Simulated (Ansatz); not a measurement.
**Cuprite Ag2O**

Calculation: rVV10 (PAW; Ansatz, a program for electronic structure).

Numerical settings: plane-wave cutoff 520 eV, 8×8×8 k mesh, Fermi–Dirac smearing 0.01 eV, no spin polarisation, scalar-relativistic PAW data made under PBE.

Cell (relaxed at this level):

Space group Pn-3m, origin choice 1 (No. 224); a = b = c = 4.814 Å, α = β = γ = 90.00°

| atom | site | symmetry | x | y | z |
|---|---|---|---|---|---|
| Ag | 4b | .-3m | 0.2500 | 0.2500 | 0.2500 |
| O | 2a | -43m | 0.0000 | 0.0000 | 0.0000 |

```
Property                                       Value
------------------------------------------  --------
bulk modulus B0                             76.2 GPa
band gap                                        none
pressure derivative B′ of the bulk modulus       5.0
```

Measured, for comparison: band gap 1.2 eV (temperature not stated, no zero-point or thermal correction, photoconductivity; as tabulated in He and Franchini (2017), arXiv:1706.08159).

Note: the gap of the solid is closed in this run; this level leaves the solid without a gap, although one is measured.

Spin–orbit coupling is not included.

Computing time: very roughly 2.8 core-minutes.
